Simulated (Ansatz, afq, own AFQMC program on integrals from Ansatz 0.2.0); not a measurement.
# AlH$_{3}$Br, doublet: AFQMC among the cluster methods

| atom | x (Å) | y (Å) | z (Å) |
| --- | --- | --- | --- |
| Al | -2.6048 | 0.0000 | 0.0000 |
| H | -3.3978 | 1.3734 | 0.0000 |
| H | -3.3978 | -1.3734 | 0.0000 |
| H | -1.0190 | 0.0000 | 0.0000 |
| Br | 0.9782 | 0.0000 | 0.0000 |

Connectivity, by distances: AlH2 ··· Br, 1 bridging H.

Basis cc-pVTZ. Only valence electrons are correlated. Ansatz 0.2.0 and our own AFQMC program on the same integrals; the CISD trial comes from CCSD amplitudes, and released means the phaseless constraint is let go. Error bars are statistical, one sigma. No spin–orbit coupling.

Determinant: UHF, the one that the program's search chose, which needn't be the lowest solution. The geometry is a point of a scan.

No full CI on the walks' own integrals is used here. The released AFQMC energy serves as the reference, which it does only where one determinant dominates, the energy is flat over the last release times and near the phaseless one (40 meV or 2 meV an electron, half that with transition metals). On small molecules, where full CI could be run and the noise was under 10 meV, such values lay within 10 meV of it in 19 cases of 20, a flattering rate, since the rule was set on those same cases; what remains of the bias isn't in the error bar.

Cautions: no relativity below Rb; no spin-orbit coupling; inner d shell frozen; the released value is read at 2.40 1/Eh (meV from the phaseless value at times in 1/Eh: -5 ± 4 at 0.24, -12 ± 4 at 0.51, -11 ± 6 at 0.99, -17 ± 7 at 1.62, -23 ± 8 at 2.40).

* T1 diagnostic: 0.0144
* weight of the determinant in the CISD state: 0.866
* ⟨S²⟩ of the determinant: 0.766
* size of the correlated space: 13 electrons in 100 orbitals

| level | correlation energy (eV) |
| --- | --- |
| MP2 | -6.5631 |
| CCSD | -7.6895 |
| CCSD(T) | -7.9053 |

Task: Estimate where AFQMC with the constraint released lies against CCSD(T) on the same integrals.

Result: 3.9 ± 0.8 kJ/mol below CCSD(T).

Reference: AFQMC with the constraint released, correlation energy -7.946 ± 0.008 eV.

```tsv
level	E − E(reference) (kJ/mol)	share of correlation (%)
CCSD(T)	3.9 ± 0.8	99.48
ph-AFQMC/CISD	2.2 ± 0.9	99.71
```

A walk keeps the symmetry of its determinant, which the program's search chose and which needn't be the lowest solution, so a lower state of the same spin and another symmetry isn't excluded. Released energies are given only where the last usable release times agree within the noise; a slower fall can still hide under it.
